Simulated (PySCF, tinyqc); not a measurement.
Worked calculation: RHF in the sto-3g basis, for H2O, spin multiplicity 1. The lowest restricted solution is unstable here: a spin-polarised one lies 0.0046 hartree lower (PySCF). Computed by tinyqc, a small Python program that keeps every step (integrals from PySCF). Settings: charge = 0, multiplicity = 1, basis = sto-3g, energy threshold = 1e-08, iteration cap = 55, orthogonalisation = canonical, start = atomic densities, DIIS depth = 0, method = RHF. Command: `OMP_NUM_THREADS=1 python tinyqc.py 29438 29439 out.jsonl` (the two numbers bound the seeds that draw the settings). One thread of a shared host (Intel(R) Xeon(R) Processor @ 2.60GHz), about 0.08 s of CPU time with the checks. Later iterations appear only in the table of the cycle.

## One-electron integrals

Geometry (angstrom):
```
atom       x        y       z
O     0.0000   0.0000  0.0000
H     0.0000   1.0500  0.7840
H     0.0000  -1.0500  0.7840
```

Basis sto-3g: exponents (1/bohr^2) and contraction coefficients of normalised primitives:
```
element  l (shell)  exponent  coefficient
O            s (1)  130.7093       0.1543
O            s (1)   23.8089       0.5353
O            s (1)    6.4436       0.4446
O            s (2)    5.0332      -0.1000
O            s (2)    1.1696       0.3995
O            s (2)    0.3804       0.7001
O            p (3)    5.0332       0.1559
O            p (3)    1.1696       0.6077
O            p (3)    0.3804       0.3920
H            s (1)    3.4253       0.1543
H            s (1)    0.6239       0.5353
H            s (1)    0.1689       0.4446
```

Overlap, kinetic and nuclear-attraction integrals over the contracted functions; the nuclear repulsion is the sum of Za Zb / Rab.

nuclear repulsion = 6.713235 hartree

overlap S, order 1O 1s, 1O 2s, 1O 2px, 1O 2py, 1O 2pz, 2H 1s, 3H 1s:
```
[[1.0000, 0.2367, 0.0000, 0.0000, 0.0000, 0.0235, 0.0235],
 [0.2367, 1.0000, 0.0000, 0.0000, 0.0000, 0.2762, 0.2762],
 [0.0000, 0.0000, 1.0000, 0.0000, 0.0000, 0.0000, 0.0000],
 [0.0000, 0.0000, 0.0000, 1.0000, 0.0000, 0.2093, -0.2093],
 [0.0000, 0.0000, 0.0000, 0.0000, 1.0000, 0.1563, 0.1563],
 [0.0235, 0.2762, 0.0000, 0.2093, 0.1563, 1.0000, 0.1009],
 [0.0235, 0.2762, 0.0000, -0.2093, 0.1563, 0.1009, 1.0000]]
```

kinetic energy T (hartree), order 1O 1s, 1O 2s, 1O 2px, 1O 2py, 1O 2pz, 2H 1s, 3H 1s:
```
[[29.0032, -0.1680, 0.0000, 0.0000, 0.0000, -0.0076, -0.0076],
 [-0.1680, 0.8081, 0.0000, 0.0000, 0.0000, 0.0174, 0.0174],
 [0.0000, 0.0000, 2.5287, 0.0000, 0.0000, 0.0000, 0.0000],
 [0.0000, 0.0000, 0.0000, 2.5287, 0.0000, 0.0702, -0.0702],
 [0.0000, 0.0000, 0.0000, 0.0000, 2.5287, 0.0524, 0.0524],
 [-0.0076, 0.0174, 0.0000, 0.0702, 0.0524, 0.7600, -0.0110],
 [-0.0076, 0.0174, 0.0000, -0.0702, 0.0524, -0.0110, 0.7600]]
```

nuclear attraction V (hartree), order 1O 1s, 1O 2s, 1O 2px, 1O 2py, 1O 2pz, 2H 1s, 3H 1s:
```
[[-61.4261, -7.3743, 0.0000, 0.0000, -0.0099, -0.7476, -0.7476],
 [-7.3743, -9.8587, 0.0000, 0.0000, -0.1240, -1.9808, -1.9808],
 [0.0000, 0.0000, -9.7480, 0.0000, 0.0000, 0.0000, 0.0000],
 [0.0000, 0.0000, 0.0000, -9.8209, 0.0000, -1.3004, 1.3004],
 [-0.0099, -0.1240, 0.0000, 0.0000, -9.7886, -0.9953, -0.9953],
 [-0.7476, -1.9808, 0.0000, -1.3004, -0.9953, -4.6803, -0.5307],
 [-0.7476, -1.9808, 0.0000, 1.3004, -0.9953, -0.5307, -4.6803]]
```

core Hamiltonian H = T + V (hartree), order 1O 1s, 1O 2s, 1O 2px, 1O 2py, 1O 2pz, 2H 1s, 3H 1s:
```
[[-32.4229, -7.5423, 0.0000, 0.0000, -0.0099, -0.7552, -0.7552],
 [-7.5423, -9.0505, 0.0000, 0.0000, -0.1240, -1.9634, -1.9634],
 [0.0000, 0.0000, -7.2193, 0.0000, 0.0000, 0.0000, 0.0000],
 [0.0000, 0.0000, 0.0000, -7.2921, 0.0000, -1.2303, 1.2303],
 [-0.0099, -0.1240, 0.0000, 0.0000, -7.2599, -0.9430, -0.9430],
 [-0.7552, -1.9634, 0.0000, -1.2303, -0.9430, -3.9203, -0.5417],
 [-0.7552, -1.9634, 0.0000, 1.2303, -0.9430, -0.5417, -3.9203]]
```

## Two-electron integrals

Functions are numbered as in S; the eight-fold symmetry (ij|kl) = (ji|kl) = (kl|ij) leaves the list below.

Two-electron integrals (ij|kl) in chemists' order, unique and non-zero (hartree):
```
(11|11) 4.7851      (21|11) 0.7414      (21|21) 0.1369      (22|11) 1.1189
(22|21) 0.2566      (22|22) 0.8172      (31|31) 0.0245      (32|31) 0.0378
(32|32) 0.1805      (33|11) 1.1158      (33|21) 0.2567      (33|22) 0.8170
(33|33) 0.8802      (41|41) 0.0245      (42|41) 0.0378      (42|42) 0.1805
(43|43) 0.0474      (44|11) 1.1158      (44|21) 0.2567      (44|22) 0.8170
(44|33) 0.7853      (44|44) 0.8802      (51|51) 0.0245      (52|51) 0.0378
(52|52) 0.1805      (53|53) 0.0474      (54|54) 0.0474      (55|11) 1.1158
(55|21) 0.2567      (55|22) 0.8170      (55|33) 0.7853      (55|44) 0.7853
(55|55) 0.8802      (61|11) 0.0743      (61|21) 0.0136      (61|22) 0.0254
(61|33) 0.0254      (61|41) 4.77e-04    (61|42) 0.0009      (61|44) 0.0255
(61|51) 3.56e-04    (61|52) 0.0007      (61|54) 6.88e-05    (61|55) 0.0254
(61|61) 0.0014      (62|11) 0.2113      (62|21) 0.0492      (62|22) 0.1775
(62|33) 0.1743      (62|41) 0.0029      (62|42) 0.0240      (62|44) 0.1803
(62|51) 0.0022      (62|52) 0.0179      (62|54) 0.0045      (62|55) 0.1776
(62|61) 0.0050      (62|62) 0.0510      (63|31) 0.0048      (63|32) 0.0291
(63|43) 0.0048      (63|53) 0.0036      (63|63) 0.0067      (64|11) 0.1327
(64|21) 0.0313      (64|22) 0.1205      (64|33) 0.1153      (64|41) 0.0064
(64|42) 0.0442      (64|44) 0.1286      (64|51) 0.0012      (64|52) 0.0113
(64|54) 0.0064      (64|55) 0.1174      (64|61) 0.0033      (64|62) 0.0422
(64|64) 0.0412      (65|11) 0.0991      (65|21) 0.0233      (65|22) 0.0899
(65|33) 0.0861      (65|41) 0.0012      (65|42) 0.0113      (65|44) 0.0889
(65|51) 0.0056      (65|52) 0.0375      (65|54) 0.0069      (65|55) 0.0948
(65|61) 0.0025      (65|62) 0.0315      (65|64) 0.0258      (65|65) 0.0259
(66|11) 0.4001      (66|21) 0.0946      (66|22) 0.3935      (66|33) 0.3796
(66|41) 0.0062      (66|42) 0.0726      (66|44) 0.4060      (66|51) 0.0046
(66|52) 0.0542      (66|54) 0.0197      (66|55) 0.3943      (66|61) 0.0097
(66|62) 0.1538      (66|64) 0.1455      (66|65) 0.1087      (66|66) 0.7746
(71|11) 0.0743      (71|21) 0.0136      (71|22) 0.0254      (71|33) 0.0254
(71|41) -4.77e-04   (71|42) -0.0009     (71|44) 0.0255      (71|51) 3.56e-04
(71|52) 0.0007      (71|54) -6.88e-05   (71|55) 0.0254      (71|61) 0.0014
(71|62) 0.0048      (71|64) 0.0030      (71|65) 0.0024      (71|66) 0.0093
(71|71) 0.0014      (72|11) 0.2113      (72|21) 0.0492      (72|22) 0.1775
(72|33) 0.1743      (72|41) -0.0029     (72|42) -0.0240     (72|44) 0.1803
(72|51) 0.0022      (72|52) 0.0179      (72|54) -0.0045     (72|55) 0.1776
(72|61) 0.0048      (72|62) 0.0392      (72|64) 0.0229      (72|65) 0.0235
(72|66) 0.0931      (72|71) 0.0050      (72|72) 0.0510      (73|31) 0.0048
(73|32) 0.0291      (73|43) -0.0048     (73|53) 0.0036      (73|63) 0.0049
(73|73) 0.0067      (74|11) -0.1327     (74|21) -0.0313     (74|22) -0.1205
(74|33) -0.1153     (74|41) 0.0064      (74|42) 0.0442      (74|44) -0.1286
(74|51) -0.0012     (74|52) -0.0113     (74|54) 0.0064      (74|55) -0.1174
(74|61) -0.0030     (74|62) -0.0229     (74|64) -0.0089     (74|65) -0.0135
(74|66) -0.0517     (74|71) -0.0033     (74|72) -0.0422     (74|74) 0.0412
(75|11) 0.0991      (75|21) 0.0233      (75|22) 0.0899      (75|33) 0.0861
(75|41) -0.0012     (75|42) -0.0113     (75|44) 0.0889      (75|51) 0.0056
(75|52) 0.0375      (75|54) -0.0069     (75|55) 0.0948      (75|61) 0.0024
(75|62) 0.0235      (75|64) 0.0135      (75|65) 0.0188      (75|66) 0.0603
(75|71) 0.0025      (75|72) 0.0315      (75|74) -0.0258     (75|75) 0.0259
(76|11) 0.0528      (76|21) 0.0124      (76|22) 0.0491      (76|33) 0.0479
(76|44) 0.0489      (76|51) 0.0008      (76|52) 0.0084      (76|55) 0.0503
(76|61) 0.0012      (76|62) 0.0141      (76|64) 0.0103      (76|65) 0.0099
(76|66) 0.0461      (76|71) 0.0012      (76|72) 0.0141      (76|74) -0.0103
(76|75) 0.0099      (76|76) 0.0052      (77|11) 0.4001      (77|21) 0.0946
(77|22) 0.3935      (77|33) 0.3796      (77|41) -0.0062     (77|42) -0.0726
(77|44) 0.4060      (77|51) 0.0046      (77|52) 0.0542      (77|54) -0.0197
(77|55) 0.3943      (77|61) 0.0093      (77|62) 0.0931      (77|64) 0.0517
(77|65) 0.0603      (77|66) 0.2514      (77|71) 0.0097      (77|72) 0.1538
(77|74) -0.1455     (77|75) 0.1087      (77|76) 0.0461      (77|77) 0.7746
```

## Orthogonalisation

S = U s U^T; canonical form X = U s^(-1/2), so that X^T S X = 1. Each column of U has its largest component positive (the first on a tie).

eigenvalues of S: [0.5543, 0.6493, 0.8912, 1.0000, 1.1020, 1.2498, 1.5535]

X, order 1O 1s, 1O 2s, 1O 2px, 1O 2py, 1O 2pz, 2H 1s, 3H 1s:
```
[[-0.4294, 0.0000, 0.6808, 0.0000, -0.5978, 0.0000, 0.2419],
 [0.9191, 0.0000, -0.2653, 0.0000, -0.2975, 0.0000, 0.4890],
 [0.0000, 0.0000, 0.0000, 1.0000, 0.0000, 0.0000, 0.0000],
 [0.0000, 0.8004, 0.0000, 0.0000, 0.0000, 0.6836, 0.0000],
 [0.3910, 0.0000, 0.6881, 0.0000, 0.6169, 0.0000, 0.2181],
 [-0.5577, -0.6706, -0.2395, 0.0000, 0.2013, 0.4079, 0.3863],
 [-0.5577, 0.6706, -0.2395, 0.0000, 0.2013, -0.4079, 0.3863]]
```

## Starting guess

The start is atomic minimal-basis densities projected into this basis (PySCF's MINAO start) and scaled to the electron count of each spin; this density is not idempotent, so its energy is not variational and may lie below the converged one.

D at the start, order 1O 1s, 1O 2s, 1O 2px, 1O 2py, 1O 2pz, 2H 1s, 3H 1s:
```
[[2.1443, -0.4961, 0.0000, 0.0000, 0.0110, -0.0159, -0.0159],
 [-0.4961, 2.1030, 0.0000, 0.0000, -0.0545, 0.0625, 0.0625],
 [0.0000, 0.0000, 1.3079, 0.0000, 0.0000, 0.0000, 0.0000],
 [0.0000, 0.0000, 0.0000, 1.2148, 0.0000, 0.1152, -0.1152],
 [0.0110, -0.0545, 0.0000, 0.0000, 1.2605, 0.0720, 0.0720],
 [-0.0159, 0.0625, 0.0000, 0.1152, 0.0720, 0.9933, 0.0435],
 [-0.0159, 0.0625, 0.0000, -0.1152, 0.0720, 0.0435, 0.9933]]
```

## Iteration 1: building the Fock matrix

J_ij = sum D_kl (ij|kl), K_ij = sum D_kl (ik|jl); F = H + J - 0.5 K; E = tr D H + tr D J / 2 - 0.25 tr D K + E_nn.

Coulomb J (hartree), order 1O 1s, 1O 2s, 1O 2px, 1O 2py, 1O 2pz, 2H 1s, 3H 1s:
```
[[17.0368, 3.1863, 0.0000, 0.0000, 0.0084, 0.3178, 0.3178],
 [3.1863, 7.8644, 0.0000, 0.0000, 0.1100, 1.7268, 1.7268],
 [0.0000, 0.0000, 7.8293, 0.0000, 0.0000, 0.0000, 0.0000],
 [0.0000, 0.0000, 0.0000, 7.8815, 0.0000, 1.1825, -1.1825],
 [0.0084, 0.1100, 0.0000, 0.0000, 7.8586, 0.9054, 0.9054],
 [0.3178, 1.7268, 0.0000, 1.1825, 0.9054, 4.1956, 0.4917],
 [0.3178, 1.7268, 0.0000, -1.1825, 0.9054, 0.4917, 4.1956]]
```

exchange K (hartree), order 1O 1s, 1O 2s, 1O 2px, 1O 2py, 1O 2pz, 2H 1s, 3H 1s:
```
[[9.9074, 1.6633, 0.0000, 0.0000, 0.0062, 0.1849, 0.1849],
 [1.6633, 2.6027, 0.0000, 0.0000, 0.0607, 0.7207, 0.7207],
 [0.0000, 0.0000, 1.6871, 0.0000, 0.0000, 0.0000, 0.0000],
 [0.0000, 0.0000, 0.0000, 1.7385, 0.0000, 0.4073, -0.4073],
 [0.0062, 0.0607, 0.0000, 0.0000, 1.7164, 0.3244, 0.3244],
 [0.1849, 0.7207, 0.0000, 0.4073, 0.3244, 1.0409, 0.2137],
 [0.1849, 0.7207, 0.0000, -0.4073, 0.3244, 0.2137, 1.0409]]
```

Fock matrix F (hartree), order 1O 1s, 1O 2s, 1O 2px, 1O 2py, 1O 2pz, 2H 1s, 3H 1s:
```
[[-20.3398, -5.1876, 0.0000, 0.0000, -0.0046, -0.5299, -0.5299],
 [-5.1876, -2.4875, 0.0000, 0.0000, -0.0443, -0.5969, -0.5969],
 [0.0000, 0.0000, -0.2336, 0.0000, 0.0000, 0.0000, 0.0000],
 [0.0000, 0.0000, 0.0000, -0.2799, 0.0000, -0.2515, 0.2515],
 [-0.0046, -0.0443, 0.0000, 0.0000, -0.2595, -0.1998, -0.1998],
 [-0.5299, -0.5969, 0.0000, -0.2515, -0.1998, -0.2450, -0.1569],
 [-0.5299, -0.5969, 0.0000, 0.2515, -0.1998, -0.1569, -0.2450]]
```

total energy of this density = -74.830053 hartree

This density is the starting one; it is not idempotent, so its energy is not variational and may lie below the converged one.

## Iteration 1: diagonalisation and new density

Diagonalise F' = X^T F X, C = X C', fill 5 alpha and 5 beta electrons from the bottom; D = 2 C_occ C_occ^T. Each column has its largest component positive (the first on a tie).

F' = X^T F X (hartree):
```
[[-1.1859, 0.0000, 3.0848, 0.0000, -2.9175, 0.0000, 1.2727],
 [0.0000, 0.2813, 0.0000, 0.0000, 0.0000, -0.0385, 0.0000],
 [3.0848, 0.0000, -7.5598, 0.0000, 7.9398, 0.0000, -4.4402],
 [0.0000, 0.0000, 0.0000, -0.2336, 0.0000, 0.0000, 0.0000],
 [-2.9175, 0.0000, 7.9398, 0.0000, -9.1470, 0.0000, 5.1854],
 [0.0000, -0.0385, 0.0000, 0.0000, 0.0000, -0.4407, 0.0000],
 [1.2727, 0.0000, -4.4402, 0.0000, 5.1854, 0.0000, -3.8715]]
```

orbital energies (hartree): [-20.3479, -1.2648, -0.4427, -0.3516, -0.2336, 0.1999, 0.2833]

coefficients C, order 1O 1s, 1O 2s, 1O 2px, 1O 2py, 1O 2pz, 2H 1s, 3H 1s:
```
[[0.9946, -0.2494, 0.0000, 0.0630, 0.0000, 0.0908, 0.0000],
 [0.0223, 0.9504, 0.0000, -0.3093, 0.0000, -0.4934, 0.0000],
 [0.0000, 0.0000, 0.0000, 0.0000, 1.0000, 0.0000, 0.0000],
 [0.0000, 0.0000, 0.7252, 0.0000, 0.0000, 0.0000, 0.7629],
 [0.0011, 0.0413, 0.0000, 0.8094, 0.0000, -0.6306, 0.0000],
 [-0.0029, 0.1118, 0.3717, 0.3035, 0.0000, 0.6735, -0.6914],
 [-0.0029, 0.1118, -0.3717, 0.3035, 0.0000, 0.6735, 0.6914]]
```

D after iteration 1, order 1O 1s, 1O 2s, 1O 2px, 1O 2py, 1O 2pz, 2H 1s, 3H 1s:
```
[[2.1110, -0.4687, 0.0000, 0.0000, 0.0836, -0.0233, -0.0233],
 [-0.4687, 1.9988, 0.0000, 0.0000, -0.4222, 0.0246, 0.0246],
 [0.0000, 0.0000, 2.0000, 0.0000, 0.0000, 0.0000, 0.0000],
 [0.0000, 0.0000, 0.0000, 1.0518, 0.0000, 0.5391, -0.5391],
 [0.0836, -0.4222, 0.0000, 0.0000, 1.3138, 0.5005, 0.5005],
 [-0.0233, 0.0246, 0.0000, 0.5391, 0.5005, 0.4855, -0.0672],
 [-0.0233, 0.0246, 0.0000, -0.5391, 0.5005, -0.0672, 0.4855]]
```

## Iteration 2: building the Fock matrix

As before.

Coulomb J (hartree), order 1O 1s, 1O 2s, 1O 2px, 1O 2py, 1O 2pz, 2H 1s, 3H 1s:
```
[[17.3937, 3.2782, 0.0000, 0.0000, -0.0094, 0.3265, 0.3265],
 [3.2782, 8.1521, 0.0000, 0.0000, 0.0064, 1.7586, 1.7586],
 [0.0000, 0.0000, 8.1636, 0.0000, 0.0000, 0.0000, 0.0000],
 [0.0000, 0.0000, 0.0000, 8.1343, 0.0000, 1.1929, -1.1929],
 [-0.0094, 0.0064, 0.0000, 0.0000, 8.1348, 0.8967, 0.8967],
 [0.3265, 1.7586, 0.0000, 1.1929, 0.8967, 4.0866, 0.4916],
 [0.3265, 1.7586, 0.0000, -1.1929, 0.8967, 0.4916, 4.0866]]
```

exchange K (hartree), order 1O 1s, 1O 2s, 1O 2px, 1O 2py, 1O 2pz, 2H 1s, 3H 1s:
```
[[9.7841, 1.6589, 0.0000, 0.0000, 0.0021, 0.1765, 0.1765],
 [1.6589, 2.6147, 0.0000, 0.0000, -0.1327, 0.6520, 0.6520],
 [0.0000, 0.0000, 2.2753, 0.0000, 0.0000, 0.0000, 0.0000],
 [0.0000, 0.0000, 0.0000, 1.7952, 0.0000, 0.5007, -0.5007],
 [0.0021, -0.1327, 0.0000, 0.0000, 1.9086, 0.4031, 0.4031],
 [0.1765, 0.6520, 0.0000, 0.5007, 0.4031, 0.8094, 0.1403],
 [0.1765, 0.6520, 0.0000, -0.5007, 0.4031, 0.1403, 0.8094]]
```

Fock matrix F (hartree), order 1O 1s, 1O 2s, 1O 2px, 1O 2py, 1O 2pz, 2H 1s, 3H 1s:
```
[[-19.9212, -5.0935, 0.0000, 0.0000, -0.0203, -0.5170, -0.5170],
 [-5.0935, -2.2058, 0.0000, 0.0000, -0.0512, -0.5308, -0.5308],
 [0.0000, 0.0000, -0.1933, 0.0000, 0.0000, 0.0000, 0.0000],
 [0.0000, 0.0000, 0.0000, -0.0555, 0.0000, -0.2878, 0.2878],
 [-0.0203, -0.0512, 0.0000, 0.0000, -0.0794, -0.2478, -0.2478],
 [-0.5170, -0.5308, 0.0000, -0.2878, -0.2478, -0.2383, -0.1203],
 [-0.5170, -0.5308, 0.0000, 0.2878, -0.2478, -0.1203, -0.2383]]
```

total energy of this density = -74.756339 hartree

## Iteration 2: diagonalisation and new density

As before.

F' = X^T F X (hartree):
```
[[-0.9717, 0.0000, 3.0493, 0.0000, -2.8100, 0.0000, 1.3514],
 [0.0000, 0.4762, 0.0000, 0.0000, 0.0000, 0.1102, 0.0000],
 [3.0493, 0.0000, -7.2619, 0.0000, 7.8728, 0.0000, -4.4146],
 [0.0000, 0.0000, 0.0000, -0.1933, 0.0000, 0.0000, 0.0000],
 [-2.8100, 0.0000, 7.8728, 0.0000, -8.8987, 0.0000, 5.0447],
 [0.0000, 0.1102, 0.0000, 0.0000, 0.0000, -0.3862, 0.0000],
 [1.3514, 0.0000, -4.4146, 0.0000, 5.0447, 0.0000, -3.7004]]
```

orbital energies (hartree): [-19.9296, -1.0067, -0.4001, -0.2851, -0.1933, 0.3888, 0.4900]

coefficients C, order 1O 1s, 1O 2s, 1O 2px, 1O 2py, 1O 2pz, 2H 1s, 3H 1s:
```
[[0.9945, -0.2414, 0.0000, 0.0954, 0.0000, -0.0857, 0.0000],
 [0.0230, 0.9083, 0.0000, -0.4569, 0.0000, 0.4565, 0.0000],
 [0.0000, 0.0000, 0.0000, 0.0000, 1.0000, 0.0000, 0.0000],
 [0.0000, 0.0000, 0.5784, 0.0000, 0.0000, 0.0000, 0.8794],
 [0.0020, 0.0754, 0.0000, 0.6886, 0.0000, 0.7581, 0.0000],
 [-0.0033, 0.1565, 0.4884, 0.4015, 0.0000, -0.6103, -0.6145],
 [-0.0033, 0.1565, -0.4884, 0.4015, 0.0000, -0.6103, 0.6145]]
```

D after iteration 2, order 1O 1s, 1O 2s, 1O 2px, 1O 2py, 1O 2pz, 2H 1s, 3H 1s:
```
[[2.1128, -0.4800, 0.0000, 0.0000, 0.0990, -0.0056, -0.0056],
 [-0.4800, 2.0688, 0.0000, 0.0000, -0.4922, -0.0827, -0.0827],
 [0.0000, 0.0000, 2.0000, 0.0000, 0.0000, 0.0000, 0.0000],
 [0.0000, 0.0000, 0.0000, 0.6692, 0.0000, 0.5650, -0.5650],
 [0.0990, -0.4922, 0.0000, 0.0000, 0.9597, 0.5765, 0.5765],
 [-0.0056, -0.0827, 0.0000, 0.5650, 0.5765, 0.8484, -0.1058],
 [-0.0056, -0.0827, 0.0000, -0.5650, 0.5765, -0.1058, 0.8484]]
```

## Iteration 13 (converged): orbitals

converged F (hartree), order 1O 1s, 1O 2s, 1O 2px, 1O 2py, 1O 2pz, 2H 1s, 3H 1s:
```
[[-20.2823, -5.1666, 0.0000, 0.0000, -0.0203, -0.5239, -0.5239],
 [-5.1666, -2.3853, 0.0000, 0.0000, -0.0266, -0.5549, -0.5549],
 [0.0000, 0.0000, -0.3915, 0.0000, 0.0000, 0.0000, 0.0000],
 [0.0000, 0.0000, 0.0000, -0.1594, 0.0000, -0.3032, 0.3032],
 [-0.0203, -0.0266, 0.0000, 0.0000, -0.2015, -0.2620, -0.2620],
 [-0.5239, -0.5549, 0.0000, -0.3032, -0.2620, -0.2698, -0.1227],
 [-0.5239, -0.5549, 0.0000, 0.3032, -0.2620, -0.1227, -0.2698]]
```

As before.

F' = X^T F X (hartree):
```
[[-1.0991, 0.0000, 3.1366, 0.0000, -2.8463, 0.0000, 1.3204],
 [0.0000, 0.4165, 0.0000, 0.0000, 0.0000, 0.0733, 0.0000],
 [3.1366, 0.0000, -7.4783, 0.0000, 7.9466, 0.0000, -4.4740],
 [0.0000, 0.0000, 0.0000, -0.3915, 0.0000, 0.0000, 0.0000],
 [-2.8463, 0.0000, 7.9466, 0.0000, -9.1259, 0.0000, 5.1290],
 [0.0000, 0.0733, 0.0000, 0.0000, 0.0000, -0.4616, 0.0000],
 [1.3204, 0.0000, -4.4740, 0.0000, 5.1290, 0.0000, -3.8180]]
```

orbital energies (hartree): [-20.2901, -1.1608, -0.4677, -0.4005, -0.3915, 0.3300, 0.4226]

coefficients C, order 1O 1s, 1O 2s, 1O 2px, 1O 2py, 1O 2pz, 2H 1s, 3H 1s:
```
[[0.9947, -0.2485, 0.0000, 0.0737, 0.0000, -0.0841, 0.0000],
 [0.0220, 0.9477, 0.0000, -0.3697, 0.0000, 0.4555, 0.0000],
 [0.0000, 0.0000, 0.0000, 0.0000, 1.0000, 0.0000, 0.0000],
 [0.0000, 0.0000, 0.6152, 0.0000, 0.0000, 0.0000, 0.8541],
 [0.0020, 0.0404, 0.0000, 0.7263, 0.0000, 0.7249, 0.0000],
 [-0.0032, 0.1151, 0.4619, 0.3832, 0.0000, -0.6309, -0.6347],
 [-0.0032, 0.1151, -0.4619, 0.3832, 0.0000, -0.6309, 0.6347]]
```

D after iteration 13, order 1O 1s, 1O 2s, 1O 2px, 1O 2py, 1O 2pz, 2H 1s, 3H 1s:
```
[[2.1134, -0.4817, 0.0000, 0.0000, 0.0909, -0.0070, -0.0070],
 [-0.4817, 2.0708, 0.0000, 0.0000, -0.4603, -0.0653, -0.0653],
 [0.0000, 0.0000, 2.0000, 0.0000, 0.0000, 0.0000, 0.0000],
 [0.0000, 0.0000, 0.0000, 0.7569, 0.0000, 0.5683, -0.5683],
 [0.0909, -0.4603, 0.0000, 0.0000, 1.0582, 0.5658, 0.5658],
 [-0.0070, -0.0653, 0.0000, 0.5683, 0.5658, 0.7469, -0.1066],
 [-0.0070, -0.0653, 0.0000, -0.5683, 0.5658, -0.1066, 0.7469]]
```

## Convergence

Stop when the energy changes by less than 1e-08 hartree and every element of the error matrix X^T (F D S - S D F) X is below 3e-05.

Course of the cycle:
```
iteration  E (hartree)     change  largest element of the error matrix
1           -74.830053          -                             7.34e-01
2           -74.756339   7.37e-02                             3.11e-01
3           -74.817963  -6.16e-02                             1.10e-01
4           -74.826653  -8.69e-03                             4.56e-02
5           -74.827917  -1.26e-03                             1.61e-02
6           -74.828103  -1.86e-04                             6.84e-03
7           -74.828130  -2.74e-05                             2.25e-03
8           -74.828134  -4.06e-06                             1.06e-03
9           -74.828135  -6.11e-07                             2.94e-04
10          -74.828135  -9.47e-08                             1.76e-04
11          -74.828135  -1.55e-08                             3.98e-05
12          -74.828135  -2.81e-09                             3.25e-05
13          -74.828135  -5.86e-10                             8.40e-06
```

PySCF RHF in the same basis = -74.828135 hartree

Converged in 13 iterations.

## Populations, bond orders and dipole

Mulliken: Z minus the diagonal of D S on the atom; Loewdin: the same with S^(1/2) D S^(1/2); Mayer order: 2 sum_s sum (D(s) S)_ij (D(s) S)_ji over the two atoms.

Charges (e):
```
atom  Mulliken  Loewdin
1O     -0.1494  -0.1152
2H      0.0747   0.0576
3H      0.0747   0.0576
```

Mayer bond orders:
```
pair   order
2-1   0.9880
3-1   0.9880
3-2   0.0064
```

dipole moment about the origin, x y z (debye): [0.0000, 0.0000, 1.2412]
